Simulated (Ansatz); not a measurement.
fcc Rh was calculated with HSE06 in Ansatz (PAW).

Numerical settings: plane-wave cutoff 460 eV, 14×14×14 k mesh, Fermi–Dirac smearing 0.05 eV, no spin polarisation, scalar-relativistic PAW data made under PBE.

Computed at the level's own relaxed cell.

Task: Estimate the volume per atom, bulk modulus B0, lattice constant a and pressure derivative B′ of the bulk modulus that the calculation returns.

Result: 
- volume per atom: 13.49 Å³/atom
- bulk modulus B0: 291 GPa
- lattice constant a: 3.779 Å
- pressure derivative B′ of the bulk modulus: 5.2

Measured, for comparison: equilibrium volume per atom 13.65 Å³/atom, lattice constant a 3.794 Å (static lattice: zero-point anharmonic expansion removed; as tabulated in Mejia-Rodriguez and Trickey (2018), arXiv:1807.09216); bulk modulus 271 GPa (corrected for temperature and zero-point phonon effects, our sources range from 271 to 289; as tabulated in Levämäki et al. (2014), arXiv:1402.3671). Computed (rounded) less measured: equilibrium volume per atom -1.2 %, bulk modulus +7 % (+0.7 % to +7 % over the range), lattice constant a -0.4 %.

Static lattice: no zero-point or thermal effects.

Ansatz is a quantum-chemistry and plane-wave program.
